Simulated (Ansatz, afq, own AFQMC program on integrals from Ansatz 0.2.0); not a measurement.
BH2O, doublet: AFQMC among the cluster methods

```xyz
4

B     0.0000    0.0000    0.5389
O     0.0000    0.0000   -0.5081
H     0.0000    1.0503    1.1421
H     0.0000   -1.0503    1.1421
```

Connectivity, by distances: BH2–O.

Basis cc-pVDZ. Only valence electrons are correlated. AFQMC by an in-house program on the Cholesky factors that Ansatz 0.2.0 writes for its CCSD(T) run. ph-AFQMC/CISD is guided by a CISD state made of CCSD amplitudes; releasing the constraint for a short imaginary time cuts its bias at the price of noise, slowly where states lie close. Error bars are statistical, one sigma.

Determinant: UHF, the one that the program's search chose, which needn't be the lowest solution. The geometry is a point of a scan.

No full CI on the walks' own integrals is used here; CCSDT(Q) serves as the reference and is uncertain by about the last step of the cluster series.

```
T1 diagnostic                               : 0.0313
weight of the determinant in the CISD state : 0.891
⟨S²⟩ of the determinant                     : 0.786
size of the correlated space                : 11 electrons in 36 orbitals
```

```tsv
level	correlation energy (eV)
MP2	-6.6379
CCSD	-7.3735
CCSD(T)	-7.5534
```

(1) Estimate where phaseless AFQMC with a CISD trial lies against CCSD(T) on the same integrals.

(1) 0.58 ± 0.25 kcal/mol below CCSD(T).

Reference: CCSDT(Q), correlation energy -7.592 eV. The released energy is read at 2.40 1/Eh (meV from the phaseless value at times in 1/Eh: -1 ± 11 at 0.24, -9 ± 12 at 0.51, -12 ± 11 at 0.99, -11 ± 16 at 1.62, -21 ± 18 at 2.40).

```tsv
level	E − E(reference) (kcal/mol)	share of correlation (%)
CCSD(T)	0.89	99.49
CCSDT	0.43	99.76
ph-AFQMC/CISD	0.31 ± 0.25	99.83
released AFQMC	-0.17 ± 0.41	100.10
```

A walk keeps the symmetry of its determinant, which the program's search chose and which needn't be the lowest solution, so a lower state of the same spin and another symmetry isn't excluded. Released energies are given only where the last usable release times agree within the noise; a slower fall can still hide under it.
